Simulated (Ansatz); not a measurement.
# CH6BO+: two torsions

Aim: map the energy of CH₆BO, SMILES BC[OH2+], charge +1 over two coordinates, and find its wells, ridges and stiffness.

Method: RKS PBE-D4/def2-TZVP; program: Ansatz 0.2.0.

## Step 1: Starting geometry

9 atoms, charge 1, spin multiplicity 1.

Atoms are counted from 1 here; the program's logs count them from 0.

Bond lengths: B1–C2 1.560 Å, B1–H4 1.209 Å, B1–H5 1.215 Å, C2–O3 1.533 Å, C2–H6 1.110 Å, C2–H7 1.113 Å, O3–H8 0.988 Å, O3–H9 0.988 Å. Angles: C2–B1–H4 116.1°, C2–B1–H5 121.7°, H4–B1–H5 122.2°, B1–C2–O3 112.3°, B1–C2–H6 112.6°, B1–C2–H7 111.6°, O3–C2–H6 103.8°, O3–C2–H7 107.4°, H6–C2–H7 108.8°, C2–O3–H8 113.7°, C2–O3–H9 116.4°, H8–O3–H9 110.4°.

As a file:

```xyz
9
CH6BO
B    -1.1164    0.2322   -0.6640
C     0.3462    0.4006   -0.1469
O     0.6560   -0.5272    1.0340
H    -1.4573    0.9828   -1.5478
H    -1.8538   -0.6260   -0.2228
H     0.5423    1.4162    0.2560
H     1.0897    0.1820   -0.9453
H     0.1824   -1.3938    0.9924
H     1.6110   -0.6668    1.2443
```

This geometry comes from a loose relaxation at PBE in a small basis, which is not shown.

## Step 3: Setting up the map

The axes are (1) dihedral H4–B1–C2–O3: 18 values from −180 to 160 °, periodic; (2) dihedral B1–C2–O3–H8: 18 values from −180 to 160 °, periodic.

Nothing else is relaxed (all other coordinates rigid). Energies count from the relaxed molecule at the same level.

(The set-up runs are not shown.)

## Step 4: The run at dihedral H4–B1–C2–O3 = −180°, dihedral B1–C2–O3–H8 = 20°

Input file input.yaml:

```yaml
crystal:
  periodic: [false, false, false]
  atoms:
    - { symbol: B, position_ang: [-1.10868, 0.224972, -0.666408] }
    - { symbol: C, position_ang: [0.342231, 0.418796, -0.152997] }
    - { symbol: O, position_ang: [0.68876, -0.587521, 0.983071] }
    - { symbol: H, position_ang: [-1.458469, 0.958261, -1.541179] }
    - { symbol: H, position_ang: [-1.820765, -0.632603, -0.223334] }
    - { symbol: H, position_ang: [0.519502, 1.392933, 0.326041] }
    - { symbol: H, position_ang: [1.093279, 0.264051, -0.944799] }
    - { symbol: H, position_ang: [0.084949, -1.365499, 0.981514] }
    - { symbol: H, position_ang: [1.627598, -0.882425, 1.005009] }
total_charge: 1
basis:
  gaussian: { orbitals: def2-TZVP }
hamiltonian:
  xc: pbe
  dispersion: d4
output:
  forces: true
```

Command:

```console
> ansatz run input.yaml --threads 1 --pin off --max-ram 2560MiB --backend cpu --events-out ev --progress --plain --runs-dir out
```

Further runs follow: the other points that were computed.

**Question.** What will these runs give? Wanted: lowest point; highest computed point; largest force on an atom.

The runs gave:

| quantity | value |
| --- | --- |
| lowest point | dihedral H4–B1–C2–O3 = −180°, dihedral B1–C2–O3–H8 = 20°, 0.0048 eV |
| highest computed point | dihedral H4–B1–C2–O3 = 80°, dihedral B1–C2–O3–H8 = −120°, 0.71 eV above the lowest |
| largest force on an atom (eV/Å) | 0.07 at dihedral H4–B1–C2–O3 = −180°, dihedral B1–C2–O3–H8 = 20° to 2.22 at dihedral H4–B1–C2–O3 = 80°, dihedral B1–C2–O3–H8 = 40°; 0.07 at the lowest point |
| time for the whole task | 5.9 min on 1 thread, shared host |

What this shows: The lowest computed point is at dihedral H4–B1–C2–O3 = −180°, dihedral B1–C2–O3–H8 = 20°, 0.0048 eV from the relaxed molecule at the same level. There are further wells near dihedral H4–B1–C2–O3 = 0°, dihedral B1–C2–O3–H8 = 20° (0.020 eV above the lowest at that grid point); dihedral H4–B1–C2–O3 = −180°, dihedral B1–C2–O3–H8 = −160° (0.030 eV above the lowest at that grid point); dihedral H4–B1–C2–O3 = 0°, dihedral B1–C2–O3–H8 = −160° (0.050 eV above the lowest at that grid point). The highest computed point, dihedral H4–B1–C2–O3 = 80°, dihedral B1–C2–O3–H8 = −120°, lies 0.71 eV above the lowest. On the interpolated surface the easiest way out of the lowest well to the well at dihedral H4–B1–C2–O3 = −180°, dihedral B1–C2–O3–H8 = −160° passes a barrier of about 0.086 eV. Round the minimum the valley is somewhat tilted: raising dihedral H4–B1–C2–O3 shifts the best value of dihedral B1–C2–O3–H8 downwards (coupling k₁₂/√(k₁₁k₂₂) about 0.2).
